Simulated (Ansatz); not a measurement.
**[SiH3]+ (SMILES [SiH3+]): the energy, rung by rung**

[SiH3]+ has 4 atoms, charge +1, and is taken as a singlet. SMILES: `[SiH3+]`. Geometry: relaxed at PBE0-D4/def2-TZVP.

```xyz
4

Si    0.0000    0.0000    0.0000
H     0.6869    0.6754    1.1130
H    -0.1184   -1.4672   -0.0099
H    -0.5685    0.7917   -1.1031
```

Quantity: the energy change with the Si1–H3 bond stretched from 1.472 to 2.944 Å, in eV. The values are calculated.

| level | kind | program | value (eV) |
| --- | --- | --- | --- |
| HF/6-31G* (spherical functions) (restricted) | Hartree–Fock | Ansatz | 5.00 |
| SVWN5/6-31G* (spherical functions) (restricted) | LDA | Ansatz | 3.68 |
| PBE/6-31G* (spherical functions) (restricted) | GGA | Ansatz | 3.73 |
| BHLYP/6-31G* (spherical functions) (restricted) | global hybrid | Ansatz | 4.50 |
| wB97M-V/6-31G* (spherical functions) (restricted) | range-separated hybrid | Ansatz | 4.33 |
| wB97X/6-31G* (spherical functions) (restricted) | range-separated hybrid | Ansatz | 4.57 |
| B2PLYP/6-31G* (spherical functions) (restricted) | double hybrid | Ansatz | 4.11 |
| MP2/6-31G* (spherical functions) (restricted) | perturbation theory | Ansatz | 4.26 |
| CCSDT/6-31G* (spherical functions) (restricted) | coupled cluster or CI | Ansatz | 3.35 |
| FCI/3-21G | exact in the basis | Ansatz | 3.01 |

A spin-restricted reference rises too steeply as a bond breaks; here HF/6-31G*, SVWN5/6-31G*, PBE/6-31G*, BHLYP/6-31G*, wB97M-V/6-31G*, wB97X/6-31G*, B2PLYP/6-31G*, MP2/6-31G* lie well above the multireference or unrestricted value. The first shape isn't each level's own minimum. The values span 3.01 to 5.00 eV. The coupled-cluster rows rest on a doubtful reference here (large T1 or Brueckner and Hartree–Fock orbitals at odds), and rows may lie in different states. High-level rows in very small sets aren't better than simpler rows in larger ones.
